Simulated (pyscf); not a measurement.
A first-order saddle from PySCF, ωB97X-D3(BJ)/def2-SVP:

```xyz
13

C     -1.7247    -0.0206    -0.2080
Zn     0.3296    -0.3283    -0.0272
O      1.5018    -1.6588     0.3296
H     -1.6616    -0.6516    -1.1186
H     -2.3181    -0.5458     0.5541
H     -2.2111     0.9122    -0.5132
H      1.0860    -2.5089     0.5041
C     -0.6785     1.6039     1.2200
O      0.6968     1.5089    -0.4150
H     -0.9811     2.5240     0.7248
H      0.2424     1.6751     1.8031
H     -1.4751     1.0787     1.7490
H      1.5790     1.8489    -0.2006
```

Surface: singlet, charge 0. Lowest wavenumbers (cm⁻¹): 635i, 78, 121, 138, 150.

Question: What reaction is this the transition state of?

Answer: H₃C–Zn–OH + methanol (H₃C–OH) <-> ethane (H₃C–CH₃) + HO–Zn–OH, a four-centre exchange read from left to right: C–Zn, C–O broken and C–C, O–Zn formed. At ωB97M-D3(BJ)/def2-TZVP it lies +300.3 kJ/mol from the left side and +390.2 kJ/mol from the right (each side as separated species at their lowest minima found). On the reactant side the descent ends in an adduct with a O–Zn contact (not fully relaxed), 56.0 kJ/mol under the separated species and 359.2 kJ/mol under the saddle at ωB97X-D3(BJ)/def2-TZVP. What is counted as formed (O–Zn) is already present as a longer contact in the reactant adduct; forming that adduct is a step of its own. One saddle was located; it need not be the lowest between these sides. Elements up to Kr have no core potential and no relativistic terms here.
